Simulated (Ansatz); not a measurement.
**AlSO+ (triplet): from Hartree-Fock to the top rungs, def2-TZVPP**

The task here is to estimate one member of a computed series from the others.

Program: Ansatz 0.2.0, Gaussian basis. Level of theory: def2-TZVPP, core rule «outside noble gas», up to 11 orbitals frozen. These are calculated values, not measurements.

To be run: UHF; ROHF; CCSD(T) on UHF.

2 further runs of the same task are left out: 2 set aside as unsound or not needed.

**The geometry**

The geometry is a PBE0/def2-TZVP stationary point (not a proven minimum) of the parent state, kept for this charge and spin.

3 atoms, charge 1, spin multiplicity 3.

Atoms are counted from 1 here; the program's logs count them from 0.

Bond lengths: Al1–O2 1.721 Å, O2–S3 1.597 Å. Angles: Al1–O2–S3 180.0°.

Set-up of the first run:

in.yaml

```yaml
crystal:
  periodic: [false, false, false]
  atoms:
    - {symbol: Al, position_ang: [0.000000, 0.000000, 1.679600]}
    - {symbol: O, position_ang: [0.000000, 0.000000, -0.041100]}
    - {symbol: S, position_ang: [0.000000, 0.000000, -1.638500]}
basis:
  gaussian: {orbitals: def2-TZVPP}
total_charge: 1
magnetization: {spin_polarized: true, initial_magnetization: 2}
hamiltonian: {xc: hf}
output: {orbitals: {seedname: orbitals}}
```

On the command line:

```sh
$ ansatz run in.yaml --threads 1 --pin off --events-out ev --progress --plain --max-ram 4096MiB --backend cpu
```

Steps of the session up to this table: UHF; ROHF; CCSD(T) on UHF.

One of the session's tables, all rows but one given; the rest of the session is left out.

| method | from UCCSD(T) (kcal/mol) |
| --- | --- |
| ROHF | ? |
| UHF | +282.95 |
| UMP2 | +28.78 |
| UCCSD | +12.74 |
| UCCSD(T) | 0 |

**Question.** Estimate the row for ROHF.

The run gave: from UCCSD(T) (kcal/mol): +288.80. In the column «from UCCSD(T) (kcal/mol)» it is the highest.
